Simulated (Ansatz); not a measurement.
# H₂MgOS: one structure at several levels

A test off equilibrium: a structure displaced at random from a GFN2-xTB minimum is computed at several levels, and each is set against CCSD(T).

Program: Ansatz 0.2.0, Gaussian basis. Level of theory: single points in def2-TZVPP. These are calculated values, not measurements.

Correlated methods freeze the cores. The outer core shell of Li, Na, Mg and K is correlated.

### Step 1. The system as given

5 atoms, charge 0, spin multiplicity 1.

Atoms are counted from 1 here; the program's logs count them from 0.

Bond lengths: O1–Mg2 1.578 Å, O1–H4 1.063 Å, Mg2–S3 2.392 Å, S3–H5 1.217 Å. Angles: Mg2–O1–H4 163.4°, O1–Mg2–S3 135.5°, Mg2–S3–H5 83.4°.

As a file:

```xyz
5
H2MgOS
O    -1.02590   -1.10750    0.10880
Mg   -0.68810    0.36470   -0.34710
S     1.18270    1.83700   -0.11100
H    -1.23200   -2.15040    0.11410
H     1.74500    0.83330    0.28570
```

### Step 2. CCSD(T)/def2-TZVPP

The input, run/in.yaml:

```yaml
crystal:
  periodic: [false, false, false]
  atoms:
    - {symbol: O, position_ang: [-1.025900, -1.107500, 0.108800]}
    - {symbol: Mg, position_ang: [-0.688100, 0.364700, -0.347100]}
    - {symbol: S, position_ang: [1.182700, 1.837000, -0.111000]}
    - {symbol: H, position_ang: [-1.232000, -2.150400, 0.114100]}
    - {symbol: H, position_ang: [1.745000, 0.833300, 0.285700]}
basis:
  gaussian: {orbitals: def2-TZVPP}
correlation: {method: ccsd_t}
output: {forces: true}
```

No record of the launch command was kept for these runs.

### Step 3. PBE0-D4/def2-TZVPP

run/in.yaml: that of step 2 with these lines changed.

```diff
@@ -10,3 +10,3 @@
   gaussian: {orbitals: def2-TZVPP}
-correlation: {method: ccsd_t}
-output: {forces: true}
+hamiltonian: {xc: pbe0, dispersion: d4}
+output: {forces: true, orbitals: {seedname: orbitals}}
```

### Step 4. wB97M-V/def2-TZVPP

run/in.yaml: that of step 3 with these lines changed.

```diff
@@ -10,3 +10,3 @@
   gaussian: {orbitals: def2-TZVPP}
-hamiltonian: {xc: pbe0, dispersion: d4}
-output: {forces: true, orbitals: {seedname: orbitals}}
+hamiltonian: {xc: {name: wB97M-V}}
+output: {forces: true}
```

### Step 5. r2SCAN-D4/def2-TZVPP

run/in.yaml: that of step 4 with these lines changed.

```diff
@@ -10,3 +10,3 @@
   gaussian: {orbitals: def2-TZVPP}
-hamiltonian: {xc: {name: wB97M-V}}
+hamiltonian: {xc: r2scan, dispersion: d4}
 output: {forces: true}
```

### Step 6. PBE-D4/def2-TZVPP

run/in.yaml: that of step 5 with these lines changed.

```diff
@@ -10,3 +10,3 @@
   gaussian: {orbitals: def2-TZVPP}
-hamiltonian: {xc: r2scan, dispersion: d4}
+hamiltonian: {xc: pbe, dispersion: d4}
 output: {forces: true}
```

### Step 7. wB97X-V/def2-TZVPP

run/in.yaml: that of step 6 with these lines changed.

```diff
@@ -10,3 +10,3 @@
   gaussian: {orbitals: def2-TZVPP}
-hamiltonian: {xc: pbe, dispersion: d4}
+hamiltonian: {xc: {name: wB97X-V}}
 output: {forces: true}
```

### Step 8. HSE06-D4/def2-TZVPP

run/in.yaml: that of step 7 with these lines changed.

```diff
@@ -10,3 +10,3 @@
   gaussian: {orbitals: def2-TZVPP}
-hamiltonian: {xc: {name: wB97X-V}}
+hamiltonian: {xc: hse06, dispersion: d4}
 output: {forces: true}
```

(Steps that only read results are left out.)

What does the calculation give? Wanted: energy less free atoms, CCSD(T)/def2-TZVPP; RMS force component; RMS force error; HOMO and LUMO, PBE0-D4; T1 diagnostic.

As calculated:

| quantity | value |
| --- | --- |
| energy less free atoms, CCSD(T)/def2-TZVPP | -1287.8 kJ/mol |
| RMS force component | 3.981 to 4.061 eV/Å over the methods |
| RMS force error | PBE0-D4 0.053, wB97M-V 0.039, r2SCAN-D4 0.047, PBE-D4 0.206, wB97X-V 0.072, HSE06-D4 0.053 eV/Å |
| HOMO and LUMO, PBE0-D4 | -6.60 and -1.81 eV |
| T1 diagnostic | 0.010 |

Against CCSD(T) the functionals' energies less atoms differ by -69.0 to -25.0 kJ/mol, PBE-D4 by -63.4 kJ/mol. CCSD(T) in triple zeta still lacks some correlation energy of the bonds, so part of these gaps is its own basis error and they don't rank the functionals. On forces the order runs from wB97M-V to PBE-D4. Frozen-core CCSD(T) forces in triple zeta carry basis errors of their own, and this is one geometry, so small gaps rank nothing.
